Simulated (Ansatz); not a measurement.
Scan of the N1–H4 bond length

MgNH2 (SMILES [NH2][Mg]), doublet, at its PBE0-D4/def2-TZVP minimum:

```
4
angstrom
N -0.1358 -0.0051 -0.0960
Mg 1.4846 -0.1144 0.8859
H -0.9885 -0.5105 0.0991
H -0.3046 0.5697 -0.9094
```

The bond length N1–H4 (1.010 Å at the minimum) is set to the values below, the two halves moving rigidly along the bond. Each method's energies count from its own value at the PBE0-D4 minimum structure. Computed with Ansatz 0.2.0 (basis: def2-TZVPP); correlated methods freeze the cores; orbitals are unrestricted. The outer core shell of Li, Na, Mg and K is correlated. The def2 sets are not built for correlating such inner shells, so the correlated values are less sure here. B3LYP uses VWN-RPA correlation.

CCSD(T) energies along the scan:
```tsv
bond length (Å)	CCSD(T) (kJ/mol)
0.828	109.5
0.871	57.6
0.933	15.4
1.006	0.0
1.087	10.7
1.174	41.3
1.266	84.8
1.363	135.7
1.465	189.9
```
They count from the CCSD(T) energy at the PBE0-D4 minimum.

Minimum and curvature along this coordinate at CCSD(T): A fifth-order fit through the nearest points gives 1.011 Å, with a curvature of about 45 eV/Å².

**Question.** Treat the two halves as rigid bodies and work out the harmonic wavenumber of this stretch from that curvature (ν̃ = 521.5 √(k/μ) cm⁻¹ with k in eV/Å² and μ in u).

**Answer.** The halves weigh 39.32 and 1.01 u, so μ = 39.32 × 1.01/40.33 = 0.985 u and ν̃ = 521.5 √(45/0.985) ≈ 3500 cm⁻¹. A true normal mode mixes in other motions, so this is a guide only.

Largest difference from the CCSD(T) curve over the scan: PBE-D4 12.4; r2SCAN-D4 1.0; B3LYP-D4 1.5; HF 35.5 kJ/mol. Each curve counts from its own value at the minimum.

No T1 diagnostic of these runs exceeds 0.021. ⟨S²⟩ of the unrestricted Hartree–Fock references: 0.75 to 0.78 (a pure state has 0.75).

For scale, one of the runs: CCSD(T)/def2-TZVPP, 91 basis functions (an equivalent command: `ansatz run in.yaml --threads 2`). Hardware: 2 CPU threads, shared host. Wall time 7.5 s; peak host memory 0.61 GiB.
